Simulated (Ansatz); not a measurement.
A nudged elastic band was laid between two geometries of H2O + HS (5 atoms, charge 0, multiplicity 2).

Theory: UKS PBE-D4/6-31G* (Ansatz).

```
movable images  : 2
climbing image  : no
spring          : 5.0 eV/Å²
optimiser       : quadratic models (default)
start path      : through a guess of the saddle point
force threshold : 0.03 eV/Å
iteration limit : 60
end points      : relaxed
```

First end point:

```xyz
5
Properties=species:S:1:pos:R:3
H -0.128 -1.353 0.085
O 0.099 -0.803 -0.695
S -0.224 1.176 1.031
H -0.776 -0.509 -1.027
H 1.029 1.489 0.606
```

Last end point:

```xyz
5
Properties=species:S:1:pos:R:3
H 0.161 -0.641 1.103
O 0.032 -0.612 -1.156
S -0.255 0.645 0.991
H -0.889 -0.457 -1.474
H 0.952 1.065 0.536
```

(1) Which bonds break or form, and what moves?

(2) Give the energies along the band, and the barrier.

The band took 8 iterations and of the order of 50 core-seconds.

## Answers

(1) Bonds broken: H1–O2. Bonds formed: H1–S3. H2O + HS becomes H2S + HO.

(2) The run converged. The highest image is number 3 of 0 to 3, 1.10 eV above the first end and 0.00 eV above the last; the last end lies 1.10 eV above the first. The highest image is an end point: on this band no image between the ends rises above it. So few images can step over the top or miss a turn of the path.

```tsv
image	path coordinate (Å)	energy (eV)	H1–O2 (Å)	H1–S3 (Å)
0	0.00	0.00	0.98	2.70
1	0.64	0.09	1.00	2.12
2	1.28	1.01	1.59	1.42
3	1.92	1.10	2.26	1.36
```

Time of the run: 48 s on 1 CPU thread of a shared host.
